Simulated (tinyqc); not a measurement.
Starting guesses with DIIS over 6 matrices: SCF starting guesses in the sto-3g basis, for H2O, spin multiplicity 3. Computed by the program tinyqc with PySCF. UHF with one setting changed at a time; a run stops when the energy changes by less than 1e-09 hartree and the error matrix is below 1e-5. Starts: the lowest orbitals of the core Hamiltonian, of the Wolfsberg-Helmholz matrix (K = 1.75), projected atomic densities, random orbitals, and the highest orbitals of the core Hamiltonian (a deliberately bad start).

Geometry (angstrom):

| atom | x | y | z |
|---|---|---|---|
| O | 0.0000 | 0.0000 | 0.0000 |
| H | 0.0000 | 0.8210 | 0.5500 |
| H | 0.0000 | -0.8220 | 0.5510 |

lowest solution found by these runs and by PySCF with stability checks = -74.624848 hartree

Largest element of the error matrix X^T (FDS - SDF) X:

| iteration | core | Wolfsberg-Helmholz | atomic densities | random | highest core orbitals |
|---|---|---|---|---|---|
| 1 | 3.1e-01 | 1.9e-01 | 7.4e-01 | 5.6e+00 | 2.5e-01 |
| 2 | 9.0e-02 | 5.8e-02 | 3.2e-02 | 3.3e-01 | 3.1e-01 |
| 3 | 3.8e-02 | 1.6e-02 | 1.8e-02 | 4.0e-02 | 2.8e-01 |
| 4 | 3.4e-02 | 4.8e-03 | 8.7e-03 | 3.8e-02 | 2.0e-01 |
| 5 | 3.0e-02 | 6.1e-03 | 4.8e-04 | 3.2e-02 | 2.4e-02 |
| 6 | 1.7e-02 | 2.3e-03 | 4.5e-05 | 2.5e-02 | 8.3e-03 |
| 8 | 2.9e-03 | 2.3e-04 | 1.8e-05 | 4.0e-03 | 7.5e-03 |
| 10 | 6.4e-04 | 6.8e-06 | 1.0e-06 | 9.0e-04 | 9.3e-05 |
| 14 | 2.0e-06 | - | - | 1.9e-05 | 7.2e-06 |

How each run ends:

| run | iterations | E (hartree) | state |
|---|---|---|---|
| core | 15 | -74.62485 | lowest found |
| Wolfsberg-Helmholz | 11 | -74.49039 | higher |
| atomic densities | 11 | -74.62485 | lowest found |
| random | 16 | -74.62485 | lowest found |
| highest core orbitals | 15 | -74.35495 | higher |

What does the comparison show, and why?

3 of 5 runs reach the lowest solution found, in 11 to 16 iterations (fastest: atomic densities). Ending on a higher stationary point: Wolfsberg-Helmholz, highest core orbitals; a small error matrix cannot reveal that, and an occupation fixed by the start is kept by symmetry or by the shape of the basin. The first errors are 3e-01, 2e-01, 7e-01, 6e+00, 2e-01.
